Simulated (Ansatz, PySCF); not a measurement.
This Ansatz (a program for electronic structure) input computes a PBE/def2-TZVPD energy:

Ansatz 0.2 input:
```yaml
crystal:
  periodic: [false, false, false]
  atoms:
    - {symbol: C, position_ang: [0.00394345, 0.00524516, 0.76725426]}
    - {symbol: Cl, position_ang: [-0.01752138, 1.48253369, -0.22626440]}
    - {symbol: Cl, position_ang: [0.01529894, -1.48548974, -0.20614288]}
    - {symbol: H, position_ang: [-0.89039947, -0.00050138, 1.37837936]}
    - {symbol: H, position_ang: [0.90452024, 0.01928333, 1.36901878]}
basis:
  gaussian:
    orbitals: def2-TZVPD
hamiltonian:
  xc: {name: PBE}
output: {forces: true}
```

**Question.** Write an input for the same energy in PySCF and say what it gives.

**Answer.** 
```python
from pyscf import gto, scf, dft

mol = gto.M(
    atom='''
    C     0.00394345    0.00524516    0.76725426
    Cl   -0.01752138    1.48253369   -0.22626440
    Cl    0.01529894   -1.48548974   -0.20614288
    H    -0.89039947   -0.00050138    1.37837936
    H     0.90452024    0.01928333    1.36901878
    ''',
    basis='def2-tzvpd',
    charge=0,
    spin=0,
    verbose=4,
)

mf = dft.RKS(mol, xc='pbe').density_fit(auxbasis='def2-universal-jkfit')
mf.grids.level = 3
mf.conv_tol = 1e-9
mf.max_cycle = 100
mf.max_memory = 1500
mf.kernel()
if not mf.converged:
    mf = mf.newton()
    mf.kernel(mf.make_rdm1())
mf.analyze()
```
It gives -959.32048 Eh, and Ansatz -959.32042 Eh, a difference of 0.06 mEh, from the treatment of integrals and grids.
